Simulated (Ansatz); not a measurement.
```yaml
crystal:
  periodic: [false, false, false]
  atoms:
    - {symbol: C, position_ang: [-0.927204, 1.003310, 0.520684]}
    - {symbol: C, position_ang: [0.307406, 0.635984, -0.282747]}
    - {symbol: C, position_ang: [0.696993, -0.807981, -0.115969]}
    - {symbol: O, position_ang: [-0.281773, -1.612231, -0.654134]}
    - {symbol: F, position_ang: [1.896394, -1.035249, -0.779870]}
    - {symbol: H, position_ang: [-1.174299, 2.058245, 0.389859]}
    - {symbol: H, position_ang: [-0.771645, 0.830797, 1.589511]}
    - {symbol: H, position_ang: [-1.787685, 0.410760, 0.206559]}
    - {symbol: H, position_ang: [0.145499, 0.808280, -1.350767]}
    - {symbol: H, position_ang: [1.163877, 1.243686, 0.019886]}
    - {symbol: H, position_ang: [0.895568, -1.061043, 0.935336]}
    - {symbol: H, position_ang: [-0.086131, -2.529758, -0.444348]}
basis:
  gaussian: {orbitals: def2-TZVP}
magnetization: {spin_polarized: true, initial_magnetization: 1}
hamiltonian: {xc: {name: CAM-B3LYP}, dispersion: d3bjatm}
output: {forces: true}
```

```sh
$ ansatz run in.yaml --threads 4 --pin off --events-out ev --progress --plain --max-ram 10444MiB
```

Shortened log:

```
Error: a molecule whose nuclei and cores have a total charge of 42 cannot have a net charge of 0 together with 1 unpaired electrons
```

Question: What is wrong with this run?

Answer: The number of unpaired electrons doesn't fit the electron count. The program refused the input.
